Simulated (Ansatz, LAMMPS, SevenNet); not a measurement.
**Lattice parameter a of A-type hexagonal La₂O₃: levels of theory against measurement**

Reference value: 3.934 Å (measured, 300 K, no zero-point or thermal correction, sources range from 3.934 to 3.940; as tabulated in Santana et al. (2016), arXiv:1608.06321).

Q: What do ionic model ilett1993, SevenNet-0, LDA, PBE, PBE-D3(BJ), PBE-D4, rVV10, r²SCAN, HSE06 give, and how far is each from the reference?

A: 
```tsv
level (code)	value (Å)	difference (%)
ionic model ilett1993 (shell model, LAMMPS)	3.931	-0.08
SevenNet-0 (SevenNet)	3.938	+0.10
LDA (Ansatz)	3.883	-1.30
PBE (Ansatz)	3.941	+0.18
PBE-D3(BJ) (Ansatz)	3.923	-0.28
PBE-D4 (Ansatz)	3.920	-0.36
rVV10 (Ansatz)	3.960	+0.66
r²SCAN (Ansatz)	3.935	+0.03
HSE06 (Ansatz)	3.919	-0.38
```

Leaving aside ionic model ilett1993, which can be fitted to such values or carry a doubt: The reference is not for a static lattice or low temperature, so close values are not ranked against it. Off by more than 1.25 % (a bound picked here): LDA (-1.30 %).

The measured value isn't corrected to a static lattice, so vibrations enter the comparison. A static lattice is as a rule a little smaller than the measured one.  Cutoffs and k meshes differ between the levels. Ansatz's density-functional and Hartree–Fock values are scalar-relativistic unless marked +SOC, with PAW data made under PBE.

Empirical potentials (ionic model ilett1993) are fitted to chosen data, which need not cover the solid at hand: agreement can be built in, and what lay outside the fit can be far off. Machine-learned potentials (SevenNet-0) are trained on DFT data, which may include these solids.

Differences are worked out from the printed values.

Ansatz is an electronic-structure program.
